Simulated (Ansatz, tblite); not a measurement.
# AlH2Me (CH5Al): charged states by level of theory

An exercise on one series of results from a longer session: the logs are not shown, and one member is left open.

Method: as each input shows; program: Ansatz 0.2.0, Gaussian basis.

The runs, in order: charge +1 doublet, at the geometry of the singlet (PBE0-D4/def2-TZVP, PBE-D4/def2-TZVP, r2SCAN-D4/def2-TZVP, CCSD(T)/def2-TZVPP); the starting singlet's energies come from earlier runs.

### The relaxed structure

The geometry is that of the singlet, from an earlier relaxation (PBE-D4/def2-TZVP).

7 atoms, charge 0, spin multiplicity 1.

Atoms are counted from 1 here; the program's logs count them from 0.

Bond lengths: Al1–H2 1.600 Å, Al1–H3 1.600 Å, Al1–C4 1.960 Å, C4–H5 1.104 Å, C4–H6 1.100 Å, C4–H7 1.100 Å. Angles: H2–Al1–H3 118.8°, H2–Al1–C4 120.4°, H3–Al1–C4 120.8°, Al1–C4–H5 109.4°, Al1–C4–H6 112.8°, Al1–C4–H7 112.4°, H5–C4–H6 106.8°, H5–C4–H7 106.5°, H6–C4–H7 108.6°.

As a file:

```
atom    x (Å)    y (Å)    z (Å)
 Al1   0.5262   0.9213   0.0073
  H2   2.1261   0.9348   0.0267
  H3  -0.2560   2.3159  -0.0504
  C4  -0.4516  -0.7779   0.0205
  H5  -0.5384  -1.1597  -1.0122
  H6  -1.4750  -0.6778   0.4101
  H7   0.0688  -1.5567   0.5980
```

The first run:

in.yaml reads:

```yaml
crystal:
  periodic: [false, false, false]
  atoms:
    - {symbol: Al, position_ang: [0.526164, 0.921304, 0.007284]}
    - {symbol: H, position_ang: [2.126087, 0.934820, 0.026669]}
    - {symbol: H, position_ang: [-0.256032, 2.315890, -0.050424]}
    - {symbol: C, position_ang: [-0.451611, -0.777874, 0.020486]}
    - {symbol: H, position_ang: [-0.538433, -1.159708, -1.012159]}
    - {symbol: H, position_ang: [-1.474966, -0.677759, 0.410128]}
    - {symbol: H, position_ang: [0.068801, -1.556662, 0.598006]}
basis:
  gaussian: {orbitals: def2-TZVP}
total_charge: 1
magnetization: {spin_polarized: true, initial_magnetization: 1}
hamiltonian: {xc: pbe0, dispersion: d4}
output: {orbitals: {seedname: orbitals}}
```

Started as:

```sh
ansatz run in.yaml --threads 4 --pin off --events-out ev --progress --plain --max-ram 3916MiB
```

Among the steps run: Charge +1 doublet at the fixed geometry, PBE0-D4/def2-TZVP; Charge +1 doublet at the fixed geometry, PBE-D4/def2-TZVP; Charge +1 doublet at the fixed geometry, r2SCAN-D4/def2-TZVP; Charge +1 doublet at the fixed geometry, CCSD(T)/def2-TZVPP.

One of the session's tables, all rows but one given; the rest of the session is left out.

It belongs to the step «Vertical ionisation energy». 

```
             method  vertical ionisation energy (eV)
      HF/def2-TZVPP                                ?
   PBE-D4/def2-TZVP                            10.16
r2SCAN-D4/def2-TZVP                            10.23
  PBE0-D4/def2-TZVP                            10.35
     MP2/def2-TZVPP                            10.70
    CCSD/def2-TZVPP                            10.53
 CCSD(T)/def2-TZVPP                            10.58
```

Q: Estimate the row for HF/def2-TZVPP from the others.

As computed: vertical ionisation energy (eV): 9.60. In the column «vertical ionisation energy (eV)» it is the lowest.
